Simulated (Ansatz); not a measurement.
# Nudged elastic band run: H3NSi2

Input file:

```yaml
crystal:
  periodic: [false, false, false]
  atoms:
    - { symbol: "N", position_ang: [-0.922617, 0.204111, -0.741822] }
    - { symbol: Si, position_ang: [0.252859, 0.347652, 0.481925] }
    - { symbol: Si, position_ang: [1.850945, 0.117885, 1.850356] }
    - { symbol: H, position_ang: [-1.830716, -0.228758, -0.599388] }
    - { symbol: H, position_ang: [-0.786684, 0.537204, -1.691999] }
    - { symbol: H, position_ang: [1.436212, -0.978095, 0.700927] }
basis:
  gaussian: { orbitals: def2-SVP }
hamiltonian:
  xc: r2scan
  dispersion: d4
neb:
  order_check: false
  images: 7
  f_tol: 0.05
  max_iterations: 59
  initial_path: idpp
  final_atoms:
    - { symbol: "N", position_ang: [-0.88695385, 0.06927858, -0.80663015] }
    - { symbol: Si, position_ang: [0.46077994, -0.44054321, 0.10057815] }
    - { symbol: Si, position_ang: [2.0651058, -0.6862746, 1.45911102] }
    - { symbol: H, position_ang: [-1.8446086, -0.18120656, -0.57784217] }
    - { symbol: H, position_ang: [-0.81687269, 0.65665563, -1.6326126] }
    - { symbol: H, position_ang: [1.02254839, 0.58208915, 1.45739475] }
```

Run as:

```bash
$ ansatz run input.yaml --threads 1 --pin off --max-ram 2048MiB --backend cpu --events-out ev --progress --plain --runs-dir out
```

Output, in part (warnings, iteration lines, the closing report on the highest movable image, with atoms numbered from 0):

```
NEB end point (image 0): max|allowed force component| = 4.594e-3 eV/Å (the criterion of neb.relax_end_points is 1.000e-2)
NEB end point (image 8): max|allowed force component| = 2.459e-3 eV/Å (the criterion of neb.relax_end_points is 1.000e-2)
NEB iter   1: max|band force component| = 7.219e-1 eV/Å  barrier→ = 0.4278 eV  barrier← = 0.4278 eV  Δτ_max = 0.1015 Å  (247 SCF iters)
NEB iter   2: max|band force component| = 2.971e-1 eV/Å  barrier→ = 0.3512 eV  barrier← = 0.3512 eV  CI = image 4  Δτ_max = 0.1860 Å  (214 SCF iters)
NEB iter   3: max|band force component| = 6.916e-1 eV/Å  barrier→ = 0.3381 eV  barrier← = 0.3381 eV  CI = image 4  Δτ_max = 0.0748 Å  (210 SCF iters)
NEB iter   4: max|band force component| = 2.167e-1 eV/Å  barrier→ = 0.3134 eV  barrier← = 0.3134 eV  CI = image 4  Δτ_max = 0.0147 Å  (212 SCF iters)
NEB iter   5: max|band force component| = 1.712e-1 eV/Å  barrier→ = 0.3099 eV  barrier← = 0.3100 eV  CI = image 4  Δτ_max = 0.0514 Å  (216 SCF iters)
NEB iter   6: max|band force component| = 5.634e-2 eV/Å  barrier→ = 0.3056 eV  barrier← = 0.3056 eV  CI = image 4  Δτ_max = 0.0099 Å  (210 SCF iters)
NEB iter   7: max|band force component| = 2.238e-2 eV/Å  barrier→ = 0.3051 eV  barrier← = 0.3052 eV  CI = image 4  Δτ_max = 0.0000 Å  (427 SCF iters)
Total energy: -17283.35310269 eV, -635.1515114463 hartree
Atom 0 at    -0.828269     0.219357    -0.785931 Å, force     0.007739    -0.003125     0.016618 eV/Å
Atom 1 at     0.446890     0.418164     0.346769 Å, force     0.006497     0.018253     0.001579 eV/Å
Atom 2 at     1.953547     0.074826     1.797363 Å, force    -0.007050     0.004337    -0.007045 eV/Å
Atom 3 at    -1.235042    -0.675684    -1.036549 Å, force    -0.004556    -0.002369    -0.006570 eV/Å
Atom 4 at    -1.212647     0.995992    -1.312881 Å, force    -0.000876    -0.000349    -0.004957 eV/Å
Atom 5 at     0.875520    -1.032657     0.991227 Å, force    -0.001754    -0.016747     0.000374 eV/Å
Dipole moment:    -0.573387    -0.012143    -0.546395 e Å
```

The run converged. A vibrational analysis at the climbing image gives 2 clearly imaginary modes (429i, 178i cm⁻¹): a point of higher order, so a lower path passes nearby.

Final band:

```csv
image,path coordinate (Å),energy (kJ/mol)
0,0.00,0.0
1,0.33,4.6
2,0.65,15.1
3,0.98,25.3
4,1.31,29.4
5,1.64,25.2
6,1.97,15.1
7,2.30,4.5
8,2.63,0.0
```

Run time: 2.7 min on 1 thread of Arm Neoverse V1, with other jobs on the host, peak memory 0.12 GiB.
